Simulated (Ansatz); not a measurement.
Solid chlorine was calculated with PBE (Ansatz, a program for electronic structure, plane waves, PAW).

Settings: plane-wave cutoff 520 eV, 6×6×4 k mesh (along the axes of the cell as run), perturbation theory, scalar-relativistic PAW data made under PBE.

Cell (measured lattice):

Cl is modelled in the orthorhombic space group Cmce (No. 64), Pearson symbol oS8. Conventional cell: a = 6.308 Å, b = 4.558 Å, c = 8.155 Å, α = 90.00°, β = 90.00°, γ = 90.00°. Cl on 8f sees 1 Cl at 2.020 Å. (Neighbours: up to the widest gap in distance over summed covalent radii, below 1.35, at either atom.)
(The calculation used a cell of 4 atoms; values per cell refer to that cell.)

Task: Give the computed high-frequency dielectric constant (mean over three axes).

Result: 
- high-frequency dielectric constant (mean over three axes): 3.19

Note: the run finds an imaginary mode (36i cm⁻¹), so the cell is a saddle point at this level; the cell isn't this level's own, so it is under some stress, which shifts stiffness and frequencies.
